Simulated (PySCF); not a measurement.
Ionisation energies (eV) were calculated with PySCF 2.14 by LDA, MP2 (valence), PBE0, in another order, as differences of total energies without spin-orbit coupling. The measured values are between term centres (NIST).

| species | measured | A | B | C |
| --- | --- | --- | --- | --- |
| C⁺ (def2-TZVPPD, non-relativistic) | 24.378 | 24.373 | 24.835 | 24.766 |
| F (def2-TZVPPD, non-relativistic) | 17.427 | 17.243 | 17.443 | 17.947 |
| Zr (def2-TZVPPD with the def2 core potential (28 electrons), ECP) | 6.639 | 6.100 | 6.310 | 6.749 |
| Ru (def2-TZVPPD with the def2 core potential (28 electrons), ECP) | 7.365 | 7.077 | 7.503 | 8.080 |
| In⁺ (def2-TZVPPD with the def2 core potential (28 electrons), ECP) | 18.870 | 17.649 | 18.726 | 19.507 |
| Sb (def2-TZVPPD with the def2 core potential (28 electrons), ECP) | 9.124 | 8.983 | 9.039 | 9.118 |
| W (def2-TZVPPD with the def2 core potential (60 electrons), ECP) | 7.825 | 7.130 | 7.277 | 7.901 |
| Hg⁺ (def2-TZVPPD with the def2 core potential (60 electrons), ECP) | 18.757 | 18.625 | 18.816 | 19.557 |

Task: Which column is which method?

Result: A is MP2 (valence) (mean error -0.40 eV); B is PBE0 (mean error -0.05 eV); C is LDA (mean error 0.40 eV). Valence MP2 in a finite basis recovers only part of the missing correlation, so it stays below experiment on average. PBE0, with a quarter of exact exchange, lies close to experiment on average. LDA overbinds the outer electron and comes out highest.
